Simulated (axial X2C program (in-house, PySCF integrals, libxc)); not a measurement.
# Si₂⁻: EOM-EA-CCSD levels

Wanted for Si₂⁻: EOM-EA-CCSD levels, at the two-component level.

Computed with an in-house X2C program for linear molecules on PySCF integrals. Level: two-component X2C with atomic mean-field terms, Si dyall-av3z.

All values are calculated.

## 1. Set-up

Input file task.json:

```json
{"zs": [14, 14], "q": -1, "bas": ["dyall-av3z", "dyall-av3z"], "r0": 2.32, "eom": "ea", "thr": -2.0, "nmax": 92, "grid": [1, 0.96, 1.045, 0.92, 1.09, 1.15], "rq": 0}
```

Keys: zs atomic numbers; q charge; bas basis sets; r0 starting distance in Å; eom kind of EOM run; thr threshold in hartree for freezing inner shells (an s shell follows its p shell); nmax most natural virtual spinors; grid distances as factors.

Launch:

```bash
> python soeom.py task.json out
```

Further steps of the session: EOM-EA-CCSD at 2.262 Å.

Q: Predict the outcome of this session. Wanted: next root led by one particle; T1 of the reference; lowest state, Re and ωe.

As calculated:

```
                     quantity                             value
       lowest root at 2.262 Å                 Ω = 3/2, 2.178 eV
next root led by one particle  Ω = 1/2, about 16210 cm⁻¹ higher
          T1 of the reference                             0.016
      lowest state, Re and ωe                 2.198 Å, 549 cm⁻¹
```

What this shows: The added electron is bound by 2.18 eV in a spinor of 90% Si pπ. The closed-shell reference lies 0.62 eV above the lowest determinant found, so these energies count from an excited configuration. Errors of 0.1 to 0.3 eV are usual at this size, and roots led by higher excitations are left out, so the list is incomplete, and low states of that kind can be missing. g and u states are not told apart. T1 or the largest double amplitude of the reference is raised, which lowers the reliability. The bond is 0.069 Å shorter than in the closed-shell reference at CCSD (2.268 Å).
